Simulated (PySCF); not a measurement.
Species: t-cyanovinylacetylene, C₅H₃N.
Cartesian coordinates in Å at the PBE0-D3(BJ)/def2-TZVP level; atoms count from 1:
```
atom  x, y, z in Å
C1     2.5427    0.4467   -0.1810
C2     1.3850    0.1305   -0.0976
C3     0.0367   -0.2615    0.0320
C4    -0.9218    0.0877   -0.8384
C5    -2.2689   -0.3229   -0.6787
N6    -3.3697   -0.6466   -0.5689
H7     3.5677    0.7247   -0.2572
H8    -0.2179   -0.8777    0.8895
H9    -0.6963    0.7025   -1.7023
```

The closed-shell ground state was solved at several levels (PySCF, density fitting, gas phase, non-relativistic). Isolated species at its PBE0-D3(BJ)/def2-TZVP geometry, gas phase.

```csv
level,basis functions,HOMO (eV),LUMO (eV),gap (eV),dipole (D)
PBE0/pcSseg-2,258,-7.84,-2.48,5.36,4.18
wB97X-D/pcSseg-2,258,-9.56,-0.76,8.80,4.17
KT3/pcSseg-2,258,-6.80,-3.27,3.53,4.08
```

Question: What might B97-2/pcSseg-2 (258 basis functions) give for the same quantities?

Answer: HOMO -7.59 eV, LUMO -2.51 eV, gap 5.08 eV, dipole 4.17 D.

Question: Over all these levels, which gives the widest orbital gap and which the narrowest?

Answer: wB97X-D/pcSseg-2 (range-separated hybrid) has the widest, 8.80 eV, and KT3/pcSseg-2 (GGA) the narrowest, 3.53 eV. From the narrowest to the widest the HOMO moves by -2.76 eV and the LUMO by +2.51 eV.

Question: In the pcSseg-2 basis, how does the gap go with the fixed share of exact exchange?

Answer: KT3 (0 %) 3.53 eV; B97-2 (21 %) 5.08 eV; PBE0 (25 %) 5.36 eV. Each rise in the share widens the gap here.

Question: How far do the dipole and the HOMO energy spread over the levels?

Answer: The dipole runs from 4.08 to 4.18 D (mean 4.15 D) and the HOMO from -9.56 to -6.80 eV.
